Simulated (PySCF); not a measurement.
**From a log to its input**

A PySCF 2.14 run on the atoms B 0 0 0; Cl 0 0 1.527 (angstrom) printed this (some set-up lines and the per-cycle HOMO/LUMO lines with their warnings removed):

```
PySCF version 2.14.0

[INPUT] verbose = 4
[INPUT] num. atoms = 2
[INPUT] num. electrons = 22
[INPUT] charge = 0
[INPUT] spin (= nelec alpha-beta = 2S) = 0
[INPUT] symmetry True subgroup None
[INPUT] Mole.unit = angstrom

nuclear repulsion = 29.4564917669941
point group symmetry = Coov
symmetry origin: [0.         0.         2.22979093]
symmetry axis x: [1. 0. 0.]
symmetry axis y: [0. 1. 0.]
symmetry axis z: [0. 0. 1.]
num. orbitals of irrep A1 = 20
num. orbitals of irrep E1x = 10
num. orbitals of irrep E1y = 10
num. orbitals of irrep E2x = 2
num. orbitals of irrep E2y = 2
number of shells = 20
number of NR pGTOs = 79
number of NR cGTOs = 44
basis = 6-311g**
ecp = {}

******** <class 'pyscf.scf.hf_symm.SymAdaptedRHF'> ********
method = SymAdaptedRHF
initial guess = minao
damping factor = 0
level_shift factor = 0
DIIS = <class 'pyscf.scf.diis.CDIIS'>
diis_start_cycle = 1
diis_space = 8
diis_damp = 0
SCF conv_tol = 1e-09
SCF conv_tol_grad = None
SCF max_cycles = 50
direct_scf = True
direct_scf_tol = 1e-13
Freeze 0 electrons in irreps []
    22 free electrons in irreps A1 E1x E1y E2x E2y
Set gradient conv threshold to 3.16228e-05
Initial guess from minao.
init E= -484.507595435474
cycle= 1 E= -484.09944756557  delta_E= 0.408  |g|= 0.203  |ddm|= 1.52
cycle= 2 E= -484.114257576133  delta_E= -0.0148  |g|= 0.078  |ddm|= 0.403
cycle= 3 E= -484.116418438294  delta_E= -0.00216  |g|= 0.0242  |ddm|= 0.119
cycle= 4 E= -484.116775203885  delta_E= -0.000357  |g|= 0.00566  |ddm|= 0.0688
cycle= 5 E= -484.116798759563  delta_E= -2.36e-05  |g|= 0.00167  |ddm|= 0.0175
cycle= 6 E= -484.11680082666  delta_E= -2.07e-06  |g|= 0.000385  |ddm|= 0.00524
cycle= 7 E= -484.116800940812  delta_E= -1.14e-07  |g|= 6.32e-05  |ddm|= 0.000945
cycle= 8 E= -484.116800943495  delta_E= -2.68e-09  |g|= 6.76e-06  |ddm|= 0.00017
cycle= 9 E= -484.116800943531  delta_E= -3.57e-11  |g|= 1.25e-06  |ddm|= 2.47e-05
Extra cycle  E= -484.116800943532  delta_E= -1.48e-12  |g|= 4.35e-07  |ddm|= 6.3e-06
converged SCF energy = -484.116800943532

******** <class 'pyscf.tdscf.rhf.TDHF'> for <class 'pyscf.scf.hf_symm.SymAdaptedRHF'> ********
nstates = 3 singlet
deg_eia_thresh = 1.000e-03
wfnsym = None
conv_tol = 1e-05
eigh lindep = 1e-12
eigh level_shift = 0
eigh max_cycle = 100

Excitation energies (eV)
[4.47876185 4.47876185 9.83211633]

** Singlet excitation energies and oscillator strengths **
Excited State   1:  E1x      4.47876 eV    276.83 nm  f=0.0837
      11 -> 12       -0.69892
      11 -> 19        0.11411
Excited State   2:  E1y      4.47876 eV    276.83 nm  f=0.0837
      11 -> 13        0.69892
      11 -> 20       -0.11411
Excited State   3:  ???      9.83212 eV    126.10 nm  f=0.0000
       9 -> 12       -0.49222
      10 -> 13        0.49222

** Transition electric dipole moments (AU) **
state          X           Y           Z        Dip. S.      Osc.
  1        -0.8733      0.0000      0.0000      0.7627      0.0837
  2         0.0000      0.8733      0.0000      0.7627      0.0837
  3         0.0000      0.0000     -0.0000      0.0000      0.0000

** Transition velocity dipole moments (imaginary part, AU) **
state          X           Y           Z        Dip. S.      Osc.
  1        -0.1680     -0.0000     -0.0000      0.0282      0.1144
  2        -0.0000      0.1680     -0.0000      0.0282      0.1144
  3        -0.0000     -0.0000     -0.0000      0.0000      0.0000

** Transition magnetic dipole moments (imaginary part, AU) **
state          X           Y           Z
  1        -0.0000     -1.5826     -0.0000
  2        -1.5826     -0.0000     -0.0000
  3        -0.0000     -0.0000     -0.0000
Dipole moment(X, Y, Z, Debye):  0.00000,  0.00000,  2.53085
orbital energies (hartree): [-0.5616 -0.5616 -0.3565  0.0923  0.0923  0.2116]
```

Problem. Write the input that gave this log.

Solution. The input was:

```python
from pyscf import gto, scf, tdscf

mol = gto.M(
    atom='B 0 0 0; Cl 0 0 1.527',
    basis='6-311g**',
    charge=0,
    spin=0,
    symmetry=True,
    verbose=4,
)
mf = scf.RHF(mol)
mf.kernel()
td = tdscf.TDHF(mf)
td.nstates = 3
td.kernel()
td.analyze()
mf.dip_moment()
print('orbital energies (hartree):', mf.mo_energy[..., max(0, mol.nelec[1]-3):mol.nelec[0]+3].round(4))
```

With symmetry on the solver can miss roots, and labels of degenerate states are those of a subgroup. Stability towards an unrestricted solution was not tested. The bond length is a typed value, not an optimised one.
